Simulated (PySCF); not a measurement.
## Dipole moment and polarisability of `CPCCC#N`

Compound: C₄H₈NP.
Cartesian coordinates in Å at the GFN2-xTB level; atoms count from 1:
```xyz
14
C4H8NP angstrom
C      2.431    0.230   -0.146
P      1.046   -0.983   -0.315
C     -0.336    0.131    0.269
C     -1.698   -0.532    0.039
C     -2.755    0.314    0.528
N     -3.572    1.009    0.923
H      2.668    0.350    0.910
H      3.308   -0.168   -0.651
H      2.172    1.198   -0.572
H      0.819   -0.747   -1.681
H     -0.290    1.095   -0.244
H     -0.191    0.309    1.339
H     -1.860   -0.714   -1.028
H     -1.743   -1.493    0.561
```

Level: PBE0/def2-SVPD (PySCF), static field, nuclei fixed, core orbitals frozen in the response. The polarisability tensor in these axes (au):

```
x   98.62 -6.23 -7.31
y   -6.23 71.79  5.12
z   -7.31  5.12 65.50
```

Question: What are the eigenvalues, a third of the trace, and Δα (Δα² = ½Σ(αi − αj)² over the three pairs)?

Answer: Principal values 62.26, 71.76 and 101.89 au; mean 78.64 au = 11.65 Å³ = 12.97 × 10⁻⁴⁰ C²·m²/J; Δα = 35.83 au (46 % of the mean).

Question: What is the dipole moment, and where does it point?

Answer: (3.43, -0.96, -1.39) D, 3.82 D in size, pointing from the negative to the positive side. Measured along this direction, the outermost atoms are N6 at the negative end and H8 at the positive end.

Question: Rayleigh depolarisation ratio (linearly polarised light, static tensor)?

Answer: ρ = 3Δα²/(45ᾱ² + 4Δα²) = 3851.2/(278272 + 5134.9) = 0.0136.

Question: Find the Langevin capture rate constant for O2+ (31.990 u) meeting this molecule (101.039 u), k = 2.342 × 10⁻⁹ cm³/s × √(α in Å³ / reduced mass in u).

Answer: The reduced mass is 24.30 u, so k = 1.62 × 10⁻⁹ cm³/s. The formula leaves out the permanent dipole, which adds to the capture rate.

Question: Refractivity n − 1 of an ideal gas of it at 400 K and 1 atm, from the electronic α?

Answer: N = p/kT = 1.8347 × 10¹⁹ cm⁻³, so n − 1 = 2π × N × 11.65 × 10⁻²⁴ cm³ = 1343 × 10⁻⁶ at long wavelengths, for an ideal gas.

The structure is a single GFN2-xTB conformer in the gas phase; no vibrational or solvent corrections.

The run behind these numbers computed excited states as well. The run took about 70 s of CPU time (one thread, shared machine).
